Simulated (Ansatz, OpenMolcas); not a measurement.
## AlCl (aluminium monochloride): the energy, rung by rung

AlCl: 2 atoms, total charge 0, spin state singlet. SMILES: `[Al][Cl]`. Geometry: the measured bond length.

```xyz
2

Al    0.0000    0.0000    0.0000
Cl    0.0000    0.0000    2.1301
```

Quantity: the energy change with the Al1–Cl2 bond stretched from 2.130 to 3.195 Å, in eV. The values are calculated.

```csv
level,kind,program,value (eV),less FCI/STO-3G,CPU time (all runs)
r2SCAN/STO-3G (restricted),meta-GGA,Ansatz,2.79,-0.05,5.8 s
B3LYP/STO-3G (restricted),global hybrid,OpenMolcas,2.77,-0.07,5.5 s
BHLYP/STO-3G (restricted),global hybrid,Ansatz,2.91,+0.07,2 s
HSE06/STO-3G (restricted),range-separated hybrid,Ansatz,2.89,+0.05,2.7 s
wB97X/STO-3G (restricted),range-separated hybrid,Ansatz,2.98,+0.14,8.7 s
MP2/STO-3G (restricted),perturbation theory,Ansatz,2.86,+0.02,0.26 s
CCSD(T)/STO-3G (restricted),coupled cluster or CI,Ansatz,2.83,-0.01,0.46 s
CCSDT(Q)/STO-3G (restricted),coupled cluster or CI,Ansatz,2.84,0.00,1.2 s
FCI/STO-3G,exact in the basis,OpenMolcas,2.84,0.00,4 s
```

FCI/STO-3G is exact within its basis and frozen core, so for wave-function methods in that basis the difference is their error; functionals converge differently with the basis, so for them it is only a difference. The first shape isn't each level's own minimum. The values span 2.77 to 2.98 eV. All rows use very small basis sets, so even the best lies far from the true value. Times are those of the runs behind each value, whatever else they computed, on shared processors of several kinds: orders of magnitude only.
